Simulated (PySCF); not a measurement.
A species of formula C6H4 has this rotational fingerprint, computed with PySCF, PBE0-D3(BJ)/def2-SVP geometry optimisation, gas phase:

```
Rotational constants : A = 46938, B = 1446, C = 1403 MHz
Dipole components    : |μa| = 0.00 D, |μb| = 0.00 D, |μc| = 0.00 D
Inertial defect      : 0.00 u·Å²
κ                    : -1.00
```

Question: Which candidate fits, each taken in the one conformer that was computed?
A. `C(#C)C=C1C=C1`
B. `C1=C(C#C)C1=C`
C. `C#C/C=C/C#C`

Answer: C. It is C#C/C=C/C#C, a near-prolate asymmetric top, point group C2h. The candidates at the same level (rigid rotor, commonest isotopes):

```tsv
SMILES	A (MHz)	B (MHz)	C (MHz)	μa (D)	μb (D)	μc (D)	Δ (u·Å²)	point group	rotor
C#CC=C1C=C1	15347	2066	1821	3.33	0.77	0.00	0.00	Cs	near-prolate asymmetric top
C#CC1=CC1=C	11037	2248	1867	1.40	1.15	0.00	0.00	Cs	near-prolate asymmetric top
C#C/C=C/C#C	46938	1446	1403	0.00	0.00	0.00	0.00	C2h	near-prolate asymmetric top
```

`C#CC=C1C=C1` has A 67 % too low; `C#CC1=CC1=C` has A 76 % too low. No structure here is proved a minimum.
